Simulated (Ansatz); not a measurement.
The same path of BH3O2 + H2 (8 atoms, charge 0, multiplicity 1) was run twice with different band settings. Lost on the way: B1–O2, H7–H8. Made: B1–H7, O2–H8.

Level of theory: Ansatz, RKS PBE/6-31G*.

Relaxed end points:

```xyz
8
Properties=species:S:1:pos:R:3
B -0.200 -0.817 -0.160
O -0.037 -0.192 1.061
H -0.894 -0.096 1.518
O 0.893 -1.038 -0.950
H 1.700 -0.694 -0.510
H -1.275 -1.186 -0.565
H 0.368 3.042 1.632
H 0.369 2.310 1.460
```

```xyz
8
Properties=species:S:1:pos:R:3
B -0.183 0.242 -0.236
O -0.203 0.033 1.765
H -0.555 0.905 2.041
O 1.197 0.093 -0.445
H 1.400 -0.836 -0.663
H -0.942 -0.659 -0.518
H -0.564 1.394 -0.236
H 0.773 0.156 1.779
```

Common settings: movable images 9; climbing image yes; spring 5.0 eV/Å²; optimiser quadratic models (default); force threshold 0.05 eV/Å; iteration limit 60; end points relaxed.

| run | start path |
| --- | --- |
| 1 | through a guess of the saddle point |
| 2 | straight line |

Question: What does each run give, and how far can it be trusted?

Answer: Run 1: converged after 28 iterations, highest image 2.121 eV above the first end. The profile has 2 maxima (images 6, 8) with wells between them (image 7): this band takes more than one step, which may be the mechanism or a detour left from its start path. Neighbouring images differ by up to 1.4 eV, so the band resolves the path poorly. A vibrational analysis at the climbing image gives one clearly imaginary mode, 1239i cm⁻¹: a first-order saddle point.
Run 2: converged after 30 iterations, highest image 2.159 eV above the first end. The profile has 2 maxima (images 2, 6) with wells between them (image 4): this band takes more than one step, which may be the mechanism or a detour left from its start path. Neighbouring images differ by up to 1.7 eV, so the band resolves the path poorly. The order of the stationary point at the top wasn't checked.
The orbitals stay closed-shell, which can raise the energy where a bond breaks towards radicals; this wasn't checked here.
